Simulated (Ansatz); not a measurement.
# CHSi2 (doublet): wave-function methods side by side at a displaced geometry (v1), cc-pVDZ

An exercise on one series of results from a longer session: the logs are not shown, and one member is left open.

Method: cc-pVDZ, core rule «outside noble gas», up to 11 orbitals frozen; program: Ansatz 0.2.0, Gaussian basis.

Plan: UHF; CCSD(T) on ROHF; CCSD(T) on UHF; BCCD(T) on ROHF; CISD as a restricted active space (open shells left free, so some higher excitations enter); CCSDT(Q) on ROHF; CCSDT(Q) on UHF; CASSCF and MRCISD+Q, 9 electrons in 9 orbitals; CASSCF and NEVPT2, 9 electrons in 9 orbitals.

16 further runs of the same task are left out: 8 that didn't finish, 8 set aside as unsound or not needed. Runs told in other sessions of the task aren't counted.

### What is computed

The geometry is a PBE0/def2-TZVP stationary point (not a proven minimum) with its atoms shifted at random (size 0.040 Å).

4 atoms, charge 0, spin multiplicity 2.

Atoms are counted from 1 here; the program's logs count them from 0.

Bond lengths: C1–Si2 1.706 Å, C1–Si3 1.815 Å, Si2–Si3 2.475 Å, Si2–H4 1.493 Å. Angles: Si2–C1–Si3 89.3°, C1–Si2–Si3 47.2°, C1–Si2–H4 124.0°, Si3–Si2–H4 171.1°, C1–Si3–Si2 43.6°.

Coordinates:

```xyz
4
CHSi2
C    -0.01798   -1.03037    0.00461
Si   -0.01882    0.19768    1.18857
Si    0.02915    0.24508   -1.28593
H    -0.07363   -0.05908    2.65798
```

Set-up of the first run:

The input, in.yaml:

```yaml
crystal:
  periodic: [false, false, false]
  atoms:
    - {symbol: C, position_ang: [-0.017983, -1.030369, 0.004611]}
    - {symbol: Si, position_ang: [-0.018816, 0.197680, 1.188567]}
    - {symbol: Si, position_ang: [0.029148, 0.245076, -1.285929]}
    - {symbol: H, position_ang: [-0.073629, -0.059081, 2.657983]}
basis:
  gaussian: {orbitals: cc-pVDZ}
magnetization: {spin_polarized: true, initial_magnetization: 1}
hamiltonian: {xc: hf}
output: {orbitals: {seedname: orbitals}}
```

On the command line:

```bash
ansatz run in.yaml --threads 1 --pin off --events-out ev --progress --plain --max-ram 2393MiB
```

Among the steps run: UHF; CCSD(T) on ROHF; CCSD(T) on UHF; BCCD(T) on ROHF; CISD as a restricted active space (open shells left free, so some higher excitations enter); CCSDT(Q) on ROHF; CCSDT(Q) on UHF; CASSCF and MRCISD+Q, 9 electrons in 9 orbitals; CASSCF and NEVPT2, 9 electrons in 9 orbitals.

One table of the session follows, with a row left open; its other results are not shown here.

It belongs to the step «Misses and costs». 

```
           method  from RCCSDT(Q) (kJ/mol)
             ROHF                   +905.4
              UHF                   +867.4
             RMP2                   +141.8
             UMP2                   +151.2
             CISD                   +167.7
            RCCSD                    +58.8
            UCCSD                    +56.6
         RCCSD(T)                     +9.0
         UCCSD(T)                     +9.5
          BCCD(T)                     +7.9
           RCCSDT                        ?
           UCCSDT                     +4.8
        RCCSDT(Q)                        0
        UCCSDT(Q)                     -0.4
  CASSCF frontier                   +633.1
  NEVPT2 frontier                   +138.7
  MRCISD frontier                    +79.8
MRCISD+Q frontier                    +14.8
```

**Question.** Estimate the row for RCCSDT.

**Answer.** from RCCSDT(Q) (kJ/mol): +5.2. In the column «from RCCSDT(Q) (kJ/mol)» it lies between UCCSDT (+4.8) and BCCD(T) (+7.9).

Limits of these values: Warnings: spin contamination; large T1 diagnostic. Restricted and unrestricted rows rest on different reference determinants; a gap between their highest levels can come from leftover correlation error, from unlike frozen cores or from another state.
